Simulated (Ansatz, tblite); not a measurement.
Adding an electron: SiO2⁺. Charge 1, multiplicity 2. Geometry: PBE0-D4/def2-TZVP. Ansatz, gas phase; energy differences of separate SCF runs; the reduced species is a singlet (the triplet lies 1.54 eV higher at PBE0-D4/def2-TZVP).

```xyz
3

Si    0.066   -0.320   -1.046
O     0.404    0.651    0.400
O    -0.469   -0.331    0.646
```

The xTB rows come from tblite. The structure holds 1 bond(s) between oxygen atoms. Another isomer (doublet) lies 0.25 eV lower at r2SCAN-D4/def2-TZVP.

| level | −HOMO (eV) | −LUMO (eV) | vertical EA (eV) | HOMO–LUMO gap (eV) |
| --- | --- | --- | --- | --- |
| GFN1-xTB | – | – | 15.46 | – |
| GFN2-xTB | – | – | 15.45 | – |
| PBE-D4/def2-TZVP | 15.13 | 13.18 | 8.91 | 1.95 |

Q: Estimate the rows for r2SCAN-D4/def2-TZVP, PBE0-D4/def2-TZVP.

A: 
```json
{"level": "r2SCAN-D4/def2-TZVP", "−HOMO (eV)": "15.74", "−LUMO (eV)": "12.81", "vertical EA (eV)": "8.93", "HOMO–LUMO gap (eV)": "2.93"}
{"level": "PBE0-D4/def2-TZVP", "−HOMO (eV)": "17.00", "−LUMO (eV)": "11.56", "vertical EA (eV)": "8.93", "HOMO–LUMO gap (eV)": "5.43"}
```

  HOMO and LUMO are the levels of the spin that leaves or enters (xTB has no such levels and no spin-polarisation term). Other spin states of the ions may lie lower, which would lower the ionisation energy or raise the affinity. Raw xTB energy differences between charge states are shifted by several eV; the methods need an empirical correction for them.
